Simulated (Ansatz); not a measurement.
## Structure relaxation of CsBe2

Theory: DFT PBE, scalar-relativistic, plane waves, PAW (Ansatz). Cutoff 420 eV, Γ-centred k mesh, Gaussian smearing, no spin polarisation in the final step.

The start puts CsBe2 on the fluorite structure type (Fm-3m, No. 225), with Cs in place of Ca, Be in place of F, at a guessed volume.

```yaml
crystal:
  lattice:
    - [0.00000, 3.09590, 3.09590]
    - [3.09590, 0.00000, 3.09590]
    - [3.09590, 3.09590, 0.00000]
  atoms:
    - { symbol: Cs, position: [0.00000, 0.00000, 0.00000] }
    - { symbol: Be, position: [0.25000, 0.25000, 0.25000] }
    - { symbol: Be, position: [0.75000, 0.75000, 0.75000] }
```

Cell and atoms relax at zero pressure; the relaxation can't lower the symmetry of the start. After a coarse first stage the cell is made exact in the group found at 0.06 Å.

The zero of energy is the elements' standard structures at the same level; no fitted shifts are applied.

(1) What does it relax into?

(2) What are its volume, energy, density and gap?

Results:

(1) It keeps Fm-3m (No. 225). The result has the fluorite structure. Conventional cell: a = 8.218 Å. Cs has 8 Be at 3.56 Å; Be is coordinated by 4 Cs at 3.56 Å and 6 Be at 4.11 Å.

```xyz
3
Lattice="0.0000 4.1089 4.1089 4.1089 0.0000 4.1089 4.1089 4.1089 0.0000" Properties=species:S:1:pos:R:3 pbc="T T T"
Cs    0.0000    0.0000    0.0000
Be    2.0544    2.0544    2.0544
Be    6.1633    6.1633    6.1633
```

(2) The volume per atom is 46.25 Å³, the density is 1.81 g/cm³ and the energy over the elements is 2.00 eV/atom. The gap on the 10×10×10 mesh is 0 eV (a metal).

The final run used a 10×10×10 mesh on its 3-atom cell and 0.10 eV smearing. The k mesh leaves about 4 meV/atom of noise in metals. A structure relaxed within its symmetry needn't be a true minimum.

Cost: 3 runs of about 0.54 core-minutes in all, on Arm Neoverse V1 (shared hosts).